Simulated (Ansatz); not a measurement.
# CH2O3: the cost of one run

Computed with Ansatz 0.2.0 (the levels named in each step, unless a step's input says otherwise).

## 1. The system as given

Bond lengths: O2–C3 1.140 Å, C3–O4 1.147 Å, O1–H5 0.968 Å, O1–H6 0.951 Å. Angles: O2–C3–O4 177.3°, H5–O1–H6 107.2°.

Coordinates:

```xyz
6

O     1.7916   -0.2842    0.5087
O    -0.5938   -0.4698   -1.1754
C    -0.7401    0.1170   -0.2085
O    -0.9384    0.7157    0.7498
H     2.4539   -0.7693   -0.0047
H     2.2175    0.0198    1.3022
```

## 2. A rough first relaxation, PBE-D4/def2-SVP

This run stands in another session on the same molecule. It ended at:

```xyz
6

O     1.8007   -0.6593    0.7252
O    -0.4790   -0.4610   -1.1971
C    -0.6238    0.1276   -0.1902
O    -0.8313    0.7506    0.7847
H     2.2821   -0.6027   -0.1209
H     2.0419    0.1740    1.1704
```

## 3. Relaxation, r2SCAN-D4/def2-TZVPP

Contents of input.yaml:

```yaml
crystal:
  periodic: [false, false, false]
  atoms:
    - { symbol: O, position_ang: [1.800733, -0.65932439, 0.72517343] }
    - { symbol: O, position_ang: [-0.47897762, -0.46096653, -1.19707028] }
    - { symbol: C, position_ang: [-0.62381897, 0.12762264, -0.19018332] }
    - { symbol: O, position_ang: [-0.83127783, 0.75056885, 0.78466676] }
    - { symbol: H, position_ang: [2.28213454, -0.60271452, -0.1209013] }
    - { symbol: H, position_ang: [2.04185687, 0.17398396, 1.17040472] }
basis:
  gaussian: { orbitals: def2-TZVPP }
hamiltonian:
  xc: r2scan
  dispersion: d4
relax:
  f_tol: 0.002
  max_steps: 150
```

Command:

```console
ansatz run input.yaml --threads 4 --pin off --max-ram 10240MiB --backend cpu --events-out ev --progress --plain --runs-dir out
```

Q: Estimate wall time and peak memory on 4 threads of Intel Xeon Platinum 8488C (Sapphire Rapids), shared host.

About 15 s, with a peak of 0.25 GiB.
